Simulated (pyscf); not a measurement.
**Concerted two-bond exchange: O=Sn: [singlet] + H₂S → O=Sn=S + hydrogen (H₂)**

Gas phase, singlet surface, charge 0. Bonds broken: S3–H4, S3–H5. Bonds formed: Sn1–S3, H4–H5. PySCF, gas phase, ωB97X-D3(BJ)/def2-SVP geometries.

Transition state (Å):

```xyz
5

Sn     1.6235     1.7397    -0.7683
O      2.8940     2.9900    -1.1420
S     -0.2620    -0.0335    -0.3176
H     -1.6506    -0.8311     0.1713
H     -1.2257    -1.4024    -0.3022
```

One imaginary mode, 881i cm⁻¹; descent along it reached the two sides named, in the forms told below.

| bond | change | reactant side (Å) | saddle | product side |
|---|---|---|---|---|
| S3–H4 | breaks | 1.383 | 1.674 | 3.3 |
| S3–H5 | breaks | 1.366 | 1.674 | 3.3 |
| Sn1–S3 | forms | 3.4 | 2.6 | 2.179 |
| H4–H5 | forms | 1.955 | 0.855 | 0.760 |

Electronic energies relative to the separated reactants (kcal/mol):

| level | barrier | reaction energy | reverse barrier |
|---|---|---|---|
| ωB97X-D3(BJ)/def2-TZVP | 57.2 | +19.2 | 38.0 |
| PBE/def2-TZVP | 47.5 | +20.7 | 26.7 |
| r²SCAN/def2-TZVP | 52.6 | +19.9 | 32.7 |
| B3LYP-D3(BJ)/def2-TZVP | 54.1 | +23.8 | 30.3 |
| PBE0-D3(BJ)/def2-TZVP | 53.3 | +21.9 | 31.4 |
| M06-2X/def2-TZVP | 55.8 | +18.5 | 37.2 |
| ωB97M-D3(BJ)/def2-TZVP | 60.4 | +26.9 | 33.5 |
| HF/def2-TZVP | 75.0 | +28.4 | 46.6 |

With ωB97M-D3(BJ)/def2-TZVP energies and thermal terms (ideal gas, 1 atm, RRHO with modes under 100 cm⁻¹ raised to 100, one conformer, R ln 2 for chiral ones without a mode under 150 cm⁻¹), in kcal/mol:

```json
[
 {"T (K)": "298", "ΔH‡": "58.4", "ΔG‡": "67.6", "ΔH": "+25.3", "ΔG": "+27.7"},
 {"T (K)": "600", "ΔH‡": "59.0", "ΔG‡": "76.7", "ΔH": "+26.4", "ΔG": "+29.7"},
 {"T (K)": "900", "ΔH‡": "59.7", "ΔG‡": "85.4", "ΔH": "+27.3", "ΔG": "+31.2"},
 {"T (K)": "1200", "ΔH‡": "60.3", "ΔG‡": "93.9", "ΔH": "+28.0", "ΔG": "+32.3"}
]
```

On the reactant side the descent ends in a complex (not fully relaxed), 6.1 kcal/mol under the separated species and 63.2 kcal/mol under the saddle at ωB97X-D3(BJ)/def2-TZVP. The same reactants have a lower exit, to O=SnH–SH (barrier +52.8 kcal/mol at ωB97M-D3(BJ)/def2-TZVP, against +60.4 kcal/mol here). One saddle was located; it need not be the lowest between these sides. Elements past Kr carry the def2 core potentials, without spin-orbit coupling.
